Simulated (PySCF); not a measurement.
## Magnetisability: `c1pcpcp1`, C$_{3}$H$_{3}$P$_{3}$

Molfile (atoms numbered from 1):
```
C3H3P3
     RDKit          3D

  9  9  0  0  0  0  0  0  0  0999 V2000
   -1.3284   -0.8710   -0.0109 C   0  0  0  0  0  0  0  0  0  0  0  0
   -1.6426    0.8295   -0.0315 P   0  0  0  0  0  0  0  0  0  0  0  0
   -0.0885    1.5879   -0.0190 C   0  0  0  0  0  0  0  0  0  0  0  0
    1.5414    1.0101    0.0031 P   0  0  0  0  0  0  0  0  0  0  0  0
    1.4213   -0.7150    0.0205 C   0  0  0  0  0  0  0  0  0  0  0  0
    0.1056   -1.8375    0.0197 P   0  0  0  0  0  0  0  0  0  0  0  0
   -2.2386   -1.4676   -0.0162 H   0  0  0  0  0  0  0  0  0  0  0  0
   -0.1495    2.6744   -0.0281 H   0  0  0  0  0  0  0  0  0  0  0  0
    2.3929   -1.2048    0.0372 H   0  0  0  0  0  0  0  0  0  0  0  0
  1  2  2  0
  2  3  1  0
  3  4  2  0
  4  5  1  0
  5  6  2  0
  6  1  1  0
  1  7  1  0
  3  8  1  0
  5  9  1  0
M  END
```

Method: GIAO B3LYP/pcSseg-1 magnetisability, rotational g tensor and spin-rotation constants, non-relativistic, gas phase (PySCF). Geometry: GFN2-xTB.

(1) How diamagnetic is it, and how anisotropic?

(2) Split it along the inertial axes a, b, c into diamagnetic and paramagnetic parts about the centre of mass, with the quadrupole moment.

(3) And the rotational g tensor?

Answers

(1) Isotropic -1217 × 10⁻³⁰ J/T², or -73.3 × 10⁻⁶ cm³/mol; principal values -2151, -750, -750 × 10⁻³⁰ J/T², anisotropy 1401 × 10⁻³⁰ J/T² (root of half the summed squared differences of the principal values). The susceptibility is in cgs units.

(2) 
| axis | χ (10⁻⁶ cm³/mol) | diamagnetic (10⁻⁶ cm³/mol) | paramagnetic (10⁻⁶ cm³/mol) | summed x² of all electrons (Å²) | quadrupole Θ (D Å) |
| --- | --- | --- | --- | --- | --- |
| a | -45.2 | -567.7 | 522.5 | 121.7 | +0.64 |
| b | -45.2 | -567.7 | 522.5 | 121.7 | +0.64 |
| c | -129.6 | -1032.4 | 902.8 | 12.1 | -1.29 |

Anisotropies 2χaa − χbb − χcc = +84.4 and 2χbb − χaa − χcc = +84.4 × 10⁻⁶ cm³/mol. Θ is traceless in Buckingham's convention.

(3) 
| axis | rotational constant (GHz) | g | nuclear part | electronic part |
| --- | --- | --- | --- | --- |
| a | 2.3631 | -0.0629 | 0.5172 | -0.5801 |
| b | 2.3627 | -0.0629 | 0.5171 | -0.5800 |
| c | 1.1815 | +0.0160 | 0.5171 | -0.5011 |

Oblate top; isotopes 12C, 1H, 31P; no vibrational averaging.
